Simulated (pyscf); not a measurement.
`[Cl][GaH2]` + `[OH][SiH3]` -> `[OH][GaH][Cl]` + `[SiH4]` (four-centre exchange; singlet surface; Ga–H, O–Si broken, Ga–O, H–Si formed). Single points on ωB97X-D3(BJ)/def2-SVP structures (PySCF, gas phase). Energies in kJ/mol from the separated reactants.

```
level                   barrier  reaction energy
----------------------  -------  ---------------
ωB97X-D3(BJ)/def2-TZVP        …            +13.3
PBE/def2-TZVP              27.7             +8.4
PBE0-D3(BJ)/def2-TZVP      20.1            +13.2
M06-2X/def2-TZVP           19.6             +9.8
ωB97M-D3(BJ)/def2-TZVP     34.1            +18.0
HF/def2-TZVP                  …                …
```

**Question.** Complete the blanks.

**Answer.** 
- ωB97X-D3(BJ)/def2-TZVP, barrier: 14.9
- HF/def2-TZVP, barrier: 84.5
- HF/def2-TZVP, reaction energy: +22.9

The functionals in the table span 19.2 kJ/mol in this barrier, from ωB97X-D3(BJ) to ωB97M-D3(BJ). On the reactant side the descent ends in an adduct with a Ga–O contact, 78.1 kJ/mol under the separated species and 93.0 kJ/mol under the saddle at ωB97X-D3(BJ)/def2-TZVP. On the product side the descent ends in a complex, 24.0 kJ/mol under the separated species and 25.6 kJ/mol under the saddle at ωB97X-D3(BJ)/def2-TZVP. What is counted as formed (Ga–O) is already present as a longer contact in the reactant adduct; forming that adduct is a step of its own. At the saddle there is also a short Ga–Si contact that neither side keeps. One saddle was located; it need not be the lowest between these sides. Elements up to Kr have no core potential and no relativistic terms here.
